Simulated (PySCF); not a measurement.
# Be₂H₄, a complex of two parts: interaction energy

Wanted: the interaction energy for 2 × `[BeH2]`.

Computed with PySCF 2.14.0; each step states its level. No surroundings beyond the atoms listed, unless a continuum is named. Atoms count from 0, parts from 1.

### Step 1. Starting point

6 atoms, charge 0, multiplicity 1; geometry: GFN2-xTB. Parts: 1 = atoms 0–2, `[BeH2]`, charge 0; 2 = atoms 3–5, `[BeH2]`, charge 0.

### Step 2. Relaxing the molecule at PBE0-D3(BJ)/def2-TZVPD

Job settings and geometry (Å):

```
{"job": {"xc": "PBE0", "basis": "def2-TZVPD", "d3": "d3bj", "grid": 3, "kind": "geom", "shake": 0.01}, "charge": 0, "multiplicity": 1, "parts": [{"atoms": "0-2", "charge": 0, "multiplicity": 1}, {"atoms": "3-5", "charge": 0, "multiplicity": 1}]}
Be    -0.026479    -0.004773     0.071185
H      0.167882    -0.530172    -1.073917
H      0.009542     0.240356     1.318841
Be    -1.460793     1.596998    -0.555625
H     -0.690098     2.546721    -0.836735
H     -2.601896     0.966003    -0.400719
```

Launch:

```
OMP_NUM_THREADS=1 python cluster_run.py task.json out
```

This one command runs all jobs of the session in turn.

The program printed:

```text
step   0  E = -31.73082340  max force = 0.030480
step   1  E = -31.74513606  max force = 0.012589
step   2  E = -31.74862452  max force = 0.006362
step   3  E = -31.74907404  max force = 0.005467
step   4  E = -31.74964046  max force = 0.003953
step   5  E = -31.75048745  max force = 0.006104
step   6  E = -31.75106968  max force = 0.004363
step   7  E = -31.75176690  max force = 0.008429
step   8  E = -31.75249846  max force = 0.009870
step   9  E = -31.75428583  max force = 0.010725
step  10  E = -31.75496715  max force = 0.014362
step  11  E = -31.75818087  max force = 0.015750
step  12  E = -31.75923696  max force = 0.016244
step  13  E = -31.76583045  max force = 0.026541
step  14  E = -31.77359036  max force = 0.029865
step  15  E = -31.78886742  max force = 0.029998
step  16  E = -31.78597953  max force = 0.032462
step  17  E = -31.78796161  max force = 0.023273
step  18  E = -31.79810019  max force = 0.012378
step  19  E = -31.80085320  max force = 0.016059
step  20  E = -31.80118725  max force = 0.020324
step  21  E = -31.80318465  max force = 0.005908
step  22  E = -31.80397057  max force = 0.004024
step  23  E = -31.80318068  max force = 0.007978
step  24  E = -31.80359385  max force = 0.005163
step  25  E = -31.80372298  max force = 0.004807
step  26  E = -31.80430555  max force = 0.001135
step  27  E = -31.80435194  max force = 0.000743
step  28  E = -31.80438452  max force = 0.000659
step  29  E = -31.80439246  max force = 0.000437
optimisation converged
```

It took 89 s on 1 thread of Arm Neoverse N1, shared host; peak memory 0.4 GiB.

Step by step: (the energy doesn't fall at every step)

| step | energy from step 0 (eV) | largest force component (eV/Å) |
| --- | --- | --- |
| 0 | 0.0000 | 1.5673 |
| 1 | -0.3895 | 0.6474 |
| 2 | -0.4844 | 0.3271 |
| 3 | -0.4966 | 0.2811 |
| 4 | -0.5120 | 0.2033 |
| 5 | -0.5351 | 0.3139 |
| 6 | -0.5509 | 0.2244 |
| 7 | -0.5699 | 0.4334 |
| 8 | -0.5898 | 0.5075 |
| 9 | -0.6384 | 0.5515 |
| 10 | -0.6570 | 0.7385 |
| 11 | -0.7444 | 0.8099 |
| 12 | -0.7732 | 0.8353 |
| 13 | -0.9526 | 1.3648 |
| 14 | -1.1637 | 1.5357 |
| 15 | -1.5795 | 1.5426 |
| 16 | -1.5009 | 1.6693 |
| 17 | -1.5548 | 1.1967 |
| 18 | -1.8307 | 0.6365 |
| 19 | -1.9056 | 0.8258 |
| 20 | -1.9147 | 1.0451 |
| 21 | -1.9690 | 0.3038 |
| 22 | -1.9904 | 0.2069 |
| 23 | -1.9689 | 0.4102 |
| 24 | -1.9802 | 0.2655 |
| 25 | -1.9837 | 0.2472 |
| 26 | -1.9996 | 0.0584 |
| 27 | -2.0008 | 0.0382 |
| 28 | -2.0017 | 0.0339 |
| 29 | -2.0019 | 0.0225 |

Close pairs (by a distance rule), those that changed most:

| bond | before (Å) | after (Å) | change (Å) |
| --- | --- | --- | --- |
| Be0–H4 | 2.788 | 1.477 | -1.311 |
| H1–Be3 | 2.729 | 1.477 | -1.252 |
| Be3–H4 | 1.255 | 1.480 | +0.226 |
| Be0–H1 | 1.275 | 1.479 | +0.204 |
| Be0–H2 | 1.272 | 1.333 | +0.061 |
| Be3–H5 | 1.313 | 1.333 | +0.020 |

The final coordinates are the input of the step that follows.

| at the end point | value |
| --- | --- |
| point group (found at 0.08 Å tolerance) | D2h |
| rotational constants (GHz, main isotopes) | 212.0, 17.377, 16.060 |
| dipole moment (D) | 0.04 |

Contacts at the end point (a selection, picked against the atoms' radii; other short pairs can be missing):

| atoms | distance (Å) | kind (by distance and angle) | angle (°) |
| --- | --- | --- | --- |
| Be3···H1 | 1.48 | coordination | – |
| Be0···H4 | 1.48 | coordination | – |
| Be0···Be3 | 2.00 | bonding distance | – |

Against the parts relaxed at this level the binding energy is -37.09 kcal/mol, without counterpoise.

### Step 3. Coupled-cluster interaction energy: CCSD(T) and MP2, 1.48 Å

Job settings and geometry (Å):

```
{"job": {"kind": "intercc", "basis": "aug-cc-pVDZ", "basis_mid": "aug-cc-pVTZ", "basis_large": "aug-cc-pVQZ"}, "charge": 0, "multiplicity": 1, "parts": [{"atoms": "0-2", "charge": 0, "multiplicity": 1}, {"atoms": "3-5", "charge": 0, "multiplicity": 1}]}
Be     0.031331     0.567918     0.311654
H     -0.859814    -0.235312    -0.553650
H      1.086762     0.241072     1.058117
Be    -1.561778     1.039220    -0.808552
H     -0.668537     1.843625     0.055691
H     -2.629808     1.358610    -1.540231
```

Method: CCSD(T)/aug-cc-pVDZ and MP2/aug-cc-pVTZ, aug-cc-pVQZ counterpoise interaction energy, frozen core, gas phase.

The program printed:

```text
part 1, own basis, geometry of the cluster
final grid: 21776 points
cycle   1  E = -15.7280233677  dE = -2.011e-01  |g| = 1.596e-01  |ddm| = 2.591e+00
cycle   2  E = -15.7453277929  dE = -1.730e-02  |g| = 4.758e-02  |ddm| = 5.147e-01
cycle   3  E = -15.7474175098  dE = -2.090e-03  |g| = 6.776e-03  |ddm| = 2.186e-01
cycle   4  E = -15.7474731732  dE = -5.566e-05  |g| = 1.338e-03  |ddm| = 3.591e-02
cycle   5  E = -15.7474750702  dE = -1.897e-06  |g| = 1.650e-04  |ddm| = 7.161e-03
cycle   6  E = -15.7474750926  dE = -2.245e-08  |g| = 1.474e-05  |ddm| = 8.522e-04
cycle   7  E = -15.7474750928  dE = -1.913e-10  |g| = 2.564e-06  |ddm| = 1.138e-04
converged SCF energy = -15.7474750928

part 2, own basis, geometry of the cluster
final grid: 21776 points
cycle   1  E = -15.7280854630  dE = -2.014e-01  |g| = 1.595e-01  |ddm| = 2.590e+00
cycle   2  E = -15.7453942867  dE = -1.731e-02  |g| = 4.758e-02  |ddm| = 5.143e-01
cycle   3  E = -15.7474828525  dE = -2.089e-03  |g| = 6.755e-03  |ddm| = 2.186e-01
cycle   4  E = -15.7475381212  dE = -5.527e-05  |g| = 1.335e-03  |ddm| = 3.580e-02
cycle   5  E = -15.7475400091  dE = -1.888e-06  |g| = 1.652e-04  |ddm| = 7.137e-03
cycle   6  E = -15.7475400317  dE = -2.254e-08  |g| = 1.474e-05  |ddm| = 8.527e-04
cycle   7  E = -15.7475400318  dE = -1.919e-10  |g| = 2.576e-06  |ddm| = 1.138e-04
converged SCF energy = -15.7475400318

part 1, own basis, relaxed alone
final grid: 21776 points
cycle   1  E = -15.7556569120  dE = -1.973e-01  |g| = 1.535e-01  |ddm| = 2.679e+00
cycle   2  E = -15.7705661306  dE = -1.491e-02  |g| = 4.275e-02  |ddm| = 4.909e-01
cycle   3  E = -15.7719273708  dE = -1.361e-03  |g| = 2.800e-03  |ddm| = 1.945e-01
cycle   4  E = -15.7719336290  dE = -6.258e-06  |g| = 2.454e-04  |ddm| = 1.598e-02
cycle   5  E = -15.7719336703  dE = -4.132e-08  |g| = 2.423e-05  |ddm| = 2.085e-03
cycle   6  E = -15.7719336708  dE = -4.653e-10  |g| = 2.894e-06  |ddm| = 2.060e-04
converged SCF energy = -15.7719336708

part 2, own basis, relaxed alone: E = -15.7719336708 (as before)

cluster
final grid: 4608 points
cycle   1  E = -31.5696036125  dE = -1.069e-01  |g| = 1.309e-01  |ddm| = 3.365e+00
cycle   2  E = -31.5814586201  dE = -1.186e-02  |g| = 5.073e-02  |ddm| = 5.405e-01
cycle   3  E = -31.5839286052  dE = -2.470e-03  |g| = 7.636e-03  |ddm| = 2.790e-01
cycle   4  E = -31.5839985774  dE = -6.997e-05  |g| = 1.159e-03  |ddm| = 4.626e-02
cycle   5  E = -31.5840000499  dE = -1.472e-06  |g| = 1.168e-04  |ddm| = 5.996e-03
cycle   6  E = -31.5840000619  dE = -1.201e-08  |g| = 2.234e-05  |ddm| = 1.366e-03
cycle   7  E = -31.5840000623  dE = -4.290e-10  |g| = 2.428e-06  |ddm| = 4.619e-04
converged SCF energy = -31.5840000623

part 1 in the basis of the cluster
final grid: 4608 points
cycle   1  E = -15.7475697109  dE = -1.170e-04  |g| = 2.323e-03  |ddm| = 1.291e+00
cycle   2  E = -15.7475715425  dE = -1.832e-06  |g| = 3.345e-04  |ddm| = 1.961e-01
cycle   3  E = -15.7475716029  dE = -6.044e-08  |g| = 3.396e-05  |ddm| = 3.656e-02
cycle   4  E = -15.7475716039  dE = -9.526e-10  |g| = 4.847e-06  |ddm| = 2.761e-03
converged SCF energy = -15.7475716039

part 2 in the basis of the cluster
final grid: 4608 points
cycle   1  E = -15.7476345455  dE = -1.168e-04  |g| = 2.322e-03  |ddm| = 1.292e+00
cycle   2  E = -15.7476363758  dE = -1.830e-06  |g| = 3.344e-04  |ddm| = 1.965e-01
cycle   3  E = -15.7476364362  dE = -6.040e-08  |g| = 3.395e-05  |ddm| = 3.662e-02
cycle   4  E = -15.7476364372  dE = -9.517e-10  |g| = 4.845e-06  |ddm| = 2.763e-03
converged SCF energy = -15.7476364372

Interaction energy (kcal/mol)
  counterpoise      -61.834
  uncorrected       -62.664
  dispersion part     0.000
  deformation        29.177
  binding           -32.656

Decomposition of the uncorrected value (kcal/mol)
  electrostatic    -107.432
  Pauli             127.673
  orbital           -76.108
  dispersion          0.000
  correlation        -6.797

Charge of each part in the cluster: 0.000 -0.000
part 1, own basis, geometry of the cluster
final grid: 21776 points
cycle   1  E = -15.7288932454  dE = -2.018e-01  |g| = 1.622e-01  |ddm| = 2.708e+00
cycle   2  E = -15.7463011595  dE = -1.741e-02  |g| = 4.830e-02  |ddm| = 5.974e-01
cycle   3  E = -15.7484116719  dE = -2.111e-03  |g| = 6.896e-03  |ddm| = 2.558e-01
cycle   4  E = -15.7484686347  dE = -5.696e-05  |g| = 1.396e-03  |ddm| = 3.920e-02
cycle   5  E = -15.7484706327  dE = -1.998e-06  |g| = 1.814e-04  |ddm| = 7.794e-03
cycle   6  E = -15.7484706590  dE = -2.632e-08  |g| = 1.539e-05  |ddm| = 1.057e-03
cycle   7  E = -15.7484706592  dE = -1.912e-10  |g| = 2.520e-06  |ddm| = 1.067e-04
converged SCF energy = -15.7484706592

part 2, own basis, geometry of the cluster
final grid: 21776 points
cycle   1  E = -15.7289545230  dE = -2.021e-01  |g| = 1.622e-01  |ddm| = 2.707e+00
cycle   2  E = -15.7463666859  dE = -1.741e-02  |g| = 4.830e-02  |ddm| = 5.971e-01
cycle   3  E = -15.7484760437  dE = -2.109e-03  |g| = 6.874e-03  |ddm| = 2.559e-01
cycle   4  E = -15.7485325997  dE = -5.656e-05  |g| = 1.393e-03  |ddm| = 3.907e-02
cycle   5  E = -15.7485345879  dE = -1.988e-06  |g| = 1.816e-04  |ddm| = 7.768e-03
cycle   6  E = -15.7485346143  dE = -2.642e-08  |g| = 1.539e-05  |ddm| = 1.057e-03
cycle   7  E = -15.7485346145  dE = -1.913e-10  |g| = 2.532e-06  |ddm| = 1.068e-04
converged SCF energy = -15.7485346145

part 1, own basis, relaxed alone
final grid: 21776 points
cycle   1  E = -15.7566100991  dE = -1.980e-01  |g| = 1.549e-01  |ddm| = 2.848e+00
cycle   2  E = -15.7716269943  dE = -1.502e-02  |g| = 4.336e-02  |ddm| = 5.727e-01
cycle   3  E = -15.7730076942  dE = -1.381e-03  |g| = 2.828e-03  |ddm| = 2.411e-01
cycle   4  E = -15.7730139000  dE = -6.206e-06  |g| = 2.457e-04  |ddm| = 1.817e-02
cycle   5  E = -15.7730139419  dE = -4.190e-08  |g| = 2.670e-05  |ddm| = 2.173e-03
cycle   6  E = -15.7730139424  dE = -5.560e-10  |g| = 2.892e-06  |ddm| = 3.528e-04
converged SCF energy = -15.7730139424

part 2, own basis, relaxed alone: E = -15.7730139424 (as before)

cluster
final grid: 4608 points
cycle   1  E = -31.5718517217  dE = -1.066e-01  |g| = 1.325e-01  |ddm| = 3.280e+00
cycle   2  E = -31.5837290055  dE = -1.188e-02  |g| = 5.142e-02  |ddm| = 6.199e-01
cycle   3  E = -31.5862098301  dE = -2.481e-03  |g| = 7.641e-03  |ddm| = 3.494e-01
cycle   4  E = -31.5862792702  dE = -6.944e-05  |g| = 1.194e-03  |ddm| = 4.618e-02
cycle   5  E = -31.5862808383  dE = -1.568e-06  |g| = 1.195e-04  |ddm| = 7.071e-03
cycle   6  E = -31.5862808508  dE = -1.249e-08  |g| = 2.349e-05  |ddm| = 1.227e-03
cycle   7  E = -31.5862808512  dE = -4.633e-10  |g| = 2.533e-06  |ddm| = 3.825e-04
converged SCF energy = -31.5862808512

part 1 in the basis of the cluster
final grid: 4608 points
cycle   1  E = -15.7484593423  dE = -9.560e-06  |g| = 5.683e-04  |ddm| = 3.759e-01
cycle   2  E = -15.7484594192  dE = -7.692e-08  |g| = 5.842e-05  |ddm| = 3.440e-02
cycle   3  E = -15.7484594208  dE = -1.585e-09  |g| = 5.882e-06  |ddm| = 4.786e-03
cycle   4  E = -15.7484594208  dE = -2.636e-11  |g| = 8.361e-07  |ddm| = 4.829e-04
converged SCF energy = -15.7484594208

part 2 in the basis of the cluster
final grid: 4608 points
cycle   1  E = -15.7485233054  dE = -9.537e-06  |g| = 5.675e-04  |ddm| = 3.757e-01
cycle   2  E = -15.7485233822  dE = -7.675e-08  |g| = 5.835e-05  |ddm| = 3.426e-02
cycle   3  E = -15.7485233838  dE = -1.581e-09  |g| = 5.872e-06  |ddm| = 4.757e-03
cycle   4  E = -15.7485233838  dE = -2.632e-11  |g| = 8.341e-07  |ddm| = 4.818e-04
converged SCF energy = -15.7485233838

Interaction energy (kcal/mol)
  counterpoise      -62.737
  uncorrected       -63.044
  dispersion part     0.000
  deformation        29.432
  binding           -33.305

Decomposition of the uncorrected value (kcal/mol)
  electrostatic    -107.050
  Pauli             126.976
  orbital           -75.973
  dispersion          0.000
  correlation        -6.996

Charge of each part in the cluster: 0.000 -0.000
part 1 in the basis of the cluster: E(HF) = -15.744363219  E2 = -0.054784716  E(CCSD corr) = -0.072506255  (T) = -0.000590513
part 2 in the basis of the cluster: E(HF) = -15.744430065  E2 = -0.054780669  E(CCSD corr) = -0.072503773  (T) = -0.000590528
cluster: E(HF) = -31.576636373  E2 = -0.116469311  E(CCSD corr) = -0.149599351  (T) = -0.002131016

Counterpoise interaction energy (kcal/mol)
  hf_small                 -55.122
  mp2_small                -59.455
  ccsd_small               -58.002
  ccsdt_small              -58.598
  hf_large                 -56.035
  mp2_large                -62.737
  hf_middle                -55.718
  mp2_middle               -61.834
  scs_mp2_large            -60.948
  mp2_limit                -63.164
  ccsdt_less_mp2             0.856
  ccsdt_limit_estimate     -62.308
  bsse_mp2_large             0.307
```

It took 39 s on 1 thread of Arm Neoverse N1, shared host; peak memory 0.54 GiB.

Contacts at this geometry (a selection, picked against the atoms' radii; other short pairs can be missing):

| atoms | distance (Å) | kind (by distance and angle) | angle (°) |
| --- | --- | --- | --- |
| Be3···H1 | 1.48 | coordination | – |
| Be0···H4 | 1.48 | coordination | – |
| Be0···Be3 | 2.00 | bonding distance | – |

Differences are taken before rounding.

| method | interaction energy (kcal/mol) | from CCSD(T), limit estimate (kcal/mol) |
| --- | --- | --- |
| HF/aug-cc-pVDZ | -55.12 | +7.19 |
| MP2/aug-cc-pVDZ | -59.45 | +2.85 |
| CCSD/aug-cc-pVDZ | -58.00 | +4.31 |
| CCSD(T)/aug-cc-pVDZ | -58.60 | +3.71 |
| HF/aug-cc-pVQZ | -56.04 | +6.27 |
| MP2/aug-cc-pVQZ | -62.74 | -0.43 |
| SCS-MP2/aug-cc-pVQZ | -60.95 | +1.36 |
| MP2, extrapolated | -63.16 | -0.86 |
| CCSD(T), limit estimate | -62.31 | 0 |

These energies keep the parts at their geometry in the cluster; deforming them to it costs 29.43 kcal/mol (MP2).

### Step 4. Coupled-cluster interaction energy: CCSD(T) and MP2, 1.55 Å

Settings changed since step 3:

```diff
@@ -4,4 +4,4 @@
 H      1.086762     0.241072     1.058117
-Be    -1.561778     1.039220    -0.808552
-H     -0.668537     1.843625     0.055691
-H     -2.629808     1.358610    -1.540231
+Be    -1.596876     1.102947    -0.821297
+H     -0.703635     1.907352     0.042946
+H     -2.664906     1.422337    -1.552976
```

Level: CCSD(T)/aug-cc-pVDZ and MP2/aug-cc-pVTZ, aug-cc-pVQZ counterpoise interaction energy, frozen core, gas phase.

The program printed:

```text
part 1, own basis, geometry of the cluster: E = -15.7474750928 (as before)

part 2, own basis, geometry of the cluster: E = -15.7475400318 (as before)

part 1, own basis, relaxed alone: E = -15.7719336708 (as before)

part 2, own basis, relaxed alone: E = -15.7719336708 (as before)

cluster
final grid: 4608 points
cycle   1  E = -31.5689552105  dE = -9.526e-02  |g| = 1.244e-01  |ddm| = 3.081e+00
cycle   2  E = -31.5802190014  dE = -1.126e-02  |g| = 4.918e-02  |ddm| = 5.048e-01
cycle   3  E = -31.5826432616  dE = -2.424e-03  |g| = 7.335e-03  |ddm| = 2.670e-01
cycle   4  E = -31.5827087475  dE = -6.549e-05  |g| = 1.131e-03  |ddm| = 4.503e-02
cycle   5  E = -31.5827101476  dE = -1.400e-06  |g| = 1.168e-04  |ddm| = 5.963e-03
cycle   6  E = -31.5827101596  dE = -1.196e-08  |g| = 2.304e-05  |ddm| = 1.320e-03
cycle   7  E = -31.5827101601  dE = -4.698e-10  |g| = 2.383e-06  |ddm| = 4.969e-04
converged SCF energy = -31.5827101601

part 1 in the basis of the cluster
final grid: 4608 points
cycle   1  E = -15.7475640650  dE = -1.101e-04  |g| = 2.222e-03  |ddm| = 1.286e+00
cycle   2  E = -15.7475658094  dE = -1.744e-06  |g| = 3.226e-04  |ddm| = 1.930e-01
cycle   3  E = -15.7475658667  dE = -5.729e-08  |g| = 3.205e-05  |ddm| = 3.561e-02
cycle   4  E = -15.7475658675  dE = -8.477e-10  |g| = 4.387e-06  |ddm| = 2.532e-03
converged SCF energy = -15.7475658675

part 2 in the basis of the cluster
final grid: 4608 points
cycle   1  E = -15.7476289326  dE = -1.100e-04  |g| = 2.221e-03  |ddm| = 1.287e+00
cycle   2  E = -15.7476306761  dE = -1.743e-06  |g| = 3.225e-04  |ddm| = 1.934e-01
cycle   3  E = -15.7476307333  dE = -5.727e-08  |g| = 3.204e-05  |ddm| = 3.568e-02
cycle   4  E = -15.7476307342  dE = -8.473e-10  |g| = 4.385e-06  |ddm| = 2.535e-03
converged SCF energy = -15.7476307342

Interaction energy (kcal/mol)
  counterpoise      -60.861
  uncorrected       -61.630
  dispersion part     0.000
  deformation        29.177
  binding           -31.684

Decomposition of the uncorrected value (kcal/mol)
  electrostatic     -95.626
  Pauli             108.976
  orbital           -68.407
  dispersion          0.000
  correlation        -6.574

Charge of each part in the cluster: 0.000 -0.000
part 1, own basis, geometry of the cluster: E = -15.7484706592 (as before)

part 2, own basis, geometry of the cluster: E = -15.7485346145 (as before)

part 1, own basis, relaxed alone: E = -15.7730139424 (as before)

part 2, own basis, relaxed alone: E = -15.7730139424 (as before)

cluster
final grid: 4608 points
cycle   1  E = -31.5711097775  dE = -9.509e-02  |g| = 1.258e-01  |ddm| = 2.941e+00
cycle   2  E = -31.5823955440  dE = -1.129e-02  |g| = 4.983e-02  |ddm| = 5.642e-01
cycle   3  E = -31.5848299881  dE = -2.434e-03  |g| = 7.337e-03  |ddm| = 3.285e-01
cycle   4  E = -31.5848948668  dE = -6.488e-05  |g| = 1.167e-03  |ddm| = 4.472e-02
cycle   5  E = -31.5848963594  dE = -1.493e-06  |g| = 1.190e-04  |ddm| = 6.885e-03
cycle   6  E = -31.5848963717  dE = -1.229e-08  |g| = 2.423e-05  |ddm| = 1.179e-03
cycle   7  E = -31.5848963722  dE = -5.102e-10  |g| = 2.515e-06  |ddm| = 4.111e-04
converged SCF energy = -31.5848963722

part 1 in the basis of the cluster
final grid: 4608 points
cycle   1  E = -15.7484604554  dE = -9.357e-06  |g| = 5.631e-04  |ddm| = 3.503e-01
cycle   2  E = -15.7484605306  dE = -7.527e-08  |g| = 5.775e-05  |ddm| = 3.134e-02
cycle   3  E = -15.7484605322  dE = -1.549e-09  |g| = 5.817e-06  |ddm| = 4.398e-03
cycle   4  E = -15.7484605322  dE = -2.576e-11  |g| = 8.297e-07  |ddm| = 4.898e-04
converged SCF energy = -15.7484605322

part 2 in the basis of the cluster
final grid: 4608 points
cycle   1  E = -15.7485244232  dE = -9.335e-06  |g| = 5.624e-04  |ddm| = 3.501e-01
cycle   2  E = -15.7485244984  dE = -7.511e-08  |g| = 5.769e-05  |ddm| = 3.122e-02
cycle   3  E = -15.7485244999  dE = -1.545e-09  |g| = 5.807e-06  |ddm| = 4.377e-03
cycle   4  E = -15.7485244999  dE = -2.570e-11  |g| = 8.277e-07  |ddm| = 4.896e-04
converged SCF energy = -15.7485244999

Interaction energy (kcal/mol)
  counterpoise      -61.622
  uncorrected       -61.906
  dispersion part     0.000
  deformation        29.432
  binding           -32.191

Decomposition of the uncorrected value (kcal/mol)
  electrostatic     -95.236
  Pauli             108.379
  orbital           -68.320
  dispersion          0.000
  correlation        -6.729

Charge of each part in the cluster: 0.000 -0.000
part 1 in the basis of the cluster: E(HF) = -15.744337458  E2 = -0.054713311  E(CCSD corr) = -0.072445020  (T) = -0.000589264
part 2 in the basis of the cluster: E(HF) = -15.744404452  E2 = -0.054709277  E(CCSD corr) = -0.072442528  (T) = -0.000589279
cluster: E(HF) = -31.575459114  E2 = -0.116340131  E(CCSD corr) = -0.149619039  (T) = -0.002172086

Counterpoise interaction energy (kcal/mol)
  hf_small                 -54.416
  mp2_small                -58.757
  ccsd_small               -57.385
  ccsdt_small              -58.008
  hf_large                 -55.165
  mp2_large                -61.622
  hf_middle                -54.916
  mp2_middle               -60.861
  scs_mp2_large            -59.881
  mp2_limit                -61.996
  ccsdt_less_mp2             0.748
  ccsdt_limit_estimate     -61.248
  bsse_mp2_large             0.283
```

Wall time 37 s (1 thread of Arm Neoverse N1, shared host); peak memory 0.57 GiB.

Contacts at this geometry (a selection, picked against the atoms' radii; other short pairs can be missing):

| atoms | distance (Å) | kind (by distance and angle) | angle (°) |
| --- | --- | --- | --- |
| Be3···H1 | 1.55 | coordination | – |
| Be0···H4 | 1.55 | coordination | – |
| Be0···Be3 | 2.05 | bonding distance | – |

Differences are taken before rounding.

| method | interaction energy (kcal/mol) | from CCSD(T), limit estimate (kcal/mol) |
| --- | --- | --- |
| HF/aug-cc-pVDZ | -54.42 | +6.83 |
| MP2/aug-cc-pVDZ | -58.76 | +2.49 |
| CCSD/aug-cc-pVDZ | -57.38 | +3.86 |
| CCSD(T)/aug-cc-pVDZ | -58.01 | +3.24 |
| HF/aug-cc-pVQZ | -55.17 | +6.08 |
| MP2/aug-cc-pVQZ | -61.62 | -0.37 |
| SCS-MP2/aug-cc-pVQZ | -59.88 | +1.37 |
| MP2, extrapolated | -62.00 | -0.75 |
| CCSD(T), limit estimate | -61.25 | 0 |

These energies keep the parts at their geometry in the cluster; deforming them to it costs 29.43 kcal/mol (MP2).

(Part 1 of 3 ends here.)
